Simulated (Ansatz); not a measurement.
`CB[O]` radical. Charge 0, multiplicity 2. The geometry is a stationary point of PBE0-D4/def2-TZVP.

```xyz
7

C     0.008    0.290   -0.652
B    -0.026   -0.371    0.786
O    -0.717   -1.410    1.112
H    -0.626   -0.233   -1.366
H     1.041    0.294   -1.011
H    -0.312    1.331   -0.567
H     0.632    0.098    1.698
```

Question: What is the dipole moment at ωB97M-V/def2-TZVPP? (Best estimate.)

Answer: Ansatz gave: 1.93 D, with components (0.80, 1.46, -0.98) D in this frame, pointing from negative to positive charge.

Question: And with PBE, r2SCAN, B3LYP? (Best estimate.)

Answer: The calculation gave: PBE 2.23 D, r2SCAN 2.10 D, B3LYP 2.07 D.

Question: Give the Mulliken charges with ωB97M-V, r2SCAN, B3LYP in def2-TZVPP. (Estimate.)

Answer: Computed: 
```csv
atom,ωB97M-V,r2SCAN,B3LYP
C1,-0.34,-0.23,-0.31
B2,0.05,0.15,0.09
O3,-0.13,-0.15,-0.14
H4,0.12,0.08,0.11
H5,0.12,0.08,0.11
H6,0.12,0.08,0.11
H7,0.06,0.00,0.03
```

B3LYP here is the variant with VWN-RPA as its local correlation; programs differ in this.
